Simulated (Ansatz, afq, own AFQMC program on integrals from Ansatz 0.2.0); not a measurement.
# SiH3⁺, singlet: a scan with AFQMC

```xyz
4

Si    0.0000    0.0000    0.0000
H     1.4719    0.0142   -0.0001
H    -0.7483    1.2676   -0.0029
H    -0.7237   -1.2818    0.0030
```

The Si1–H3 distance is changed with both sides rigid. Energies in kJ/mol count from this geometry (1.472 Å) at the same level; the start stands on RHF, each point on the determinant named.

Basis cc-pVDZ. Only valence electrons are correlated. Ansatz 0.2.0 and our own AFQMC program on the same integrals; the CISD trial comes from CCSD amplitudes, and released means the phaseless constraint is let go. Error bars are statistical, one sigma.

Cautions, each for one point or more: cluster runs in doubt by the program's own checks; restricted determinant unstable towards unrestricted; strong correlation; the next higher spin lies close; the ph-AFQMC/CISD walk drifts between its halves; unrestricted determinant spin contaminated.

```json
{"r(Si1–H3) / Å": "1.355", "det.": "RHF", "T1": "0.008", "weight": "0.94", "⟨S²⟩": "pure", "CCSD(T)": "16.6", "ph-AFQMC/CISD": "16.9 ± 0.1", "released AFQMC": "16.7 ± 0.09", "FCI": "16.7", "CCSDT(Q)": "16.7", "PBE": "20.6", "wB97M-V": "16.0"}
{"r(Si1–H3) / Å": "1.652", "det.": "RHF", "T1": "0.010", "weight": "0.93", "⟨S²⟩": "pure", "CCSD(T)": "22.9", "ph-AFQMC/CISD": "22.9 ± 0.1", "released AFQMC": "22.6 ± 0.1", "FCI": "22.7", "CCSDT(Q)": "22.7", "PBE": "16.5", "wB97M-V": "23.6"}
{"r(Si1–H3) / Å": "2.020", "det.": "RHF", "T1": "0.012", "weight": "0.91", "⟨S²⟩": "pure", "CCSD(T)": "136.0", "ph-AFQMC/CISD": "135.6 ± 0.2", "released AFQMC": "135.2 ± 0.1", "FCI": "135.1", "CCSDT(Q)": "135.2", "PBE": "120.3", "wB97M-V": "141.2"}
{"r(Si1–H3) / Å": "2.672", "det.": "RHF", "T1": "0.028", "weight": "0.83", "⟨S²⟩": "pure", "CCSD(T)": "306.3", "ph-AFQMC/CISD": "308.2 ± 0.3", "released AFQMC": "–", "FCI": "303.6", "CCSDT(Q)": "303.8", "PBE": "299.3§", "wB97M-V": "331.3§"}
{"r(Si1–H3) / Å": "4.034", "det.": "UHF", "T1": "0.013", "weight": "0.95", "⟨S²⟩": "1.00", "CCSD(T)": "381.8", "ph-AFQMC/CISD": "380.9 ± 0.1", "released AFQMC": "380.4 ± 0.1", "FCI": "380.4", "CCSDT(Q)": "381.0", "PBE": "365.1§", "wB97M-V": "396.1§"}
```

Weight is that of the determinant in the CISD state; at the start T1 is 0.009 and the weight 0.94. A dash marks a missing value, a released energy that hasn't settled or a functional that sits on another state. § marks a functional whose ⟨S²⟩ is too high by over 0.1. Largest departures from full CI: CCSD(T) 2.7 kJ/mol at 2.672 (on RHF), ph-AFQMC/CISD 4.6 kJ/mol at 2.672 (on RHF), released AFQMC 0.1 kJ/mol at 2.020 (on RHF) (within the noise), CCSDT(Q) 0.6 kJ/mol at 4.034 (on UHF), PBE -14.8 kJ/mol at 2.020, wB97M-V 6.1 kJ/mol at 2.020. Functionals count only at points shown to share the start's state and spin. In this small basis the wave-function levels are far from their limit, so their gap to the functionals isn't the functionals' error.

Some points may be missing: those where a free walk finds a much lower state, and past Zn most of those on another determinant than at the start.

CCSDT and higher add their correlation energy to the determinant of the CCSD(T) run, since their own runs factorise the integrals more tightly (a shift of under 2 meV). A walk keeps the symmetry of its determinant, which the program's search chose and which needn't be the lowest solution, so a lower state of the same spin and another symmetry isn't excluded. Released energies are given only where the last usable release times agree within the noise; a slower fall can still hide under it.
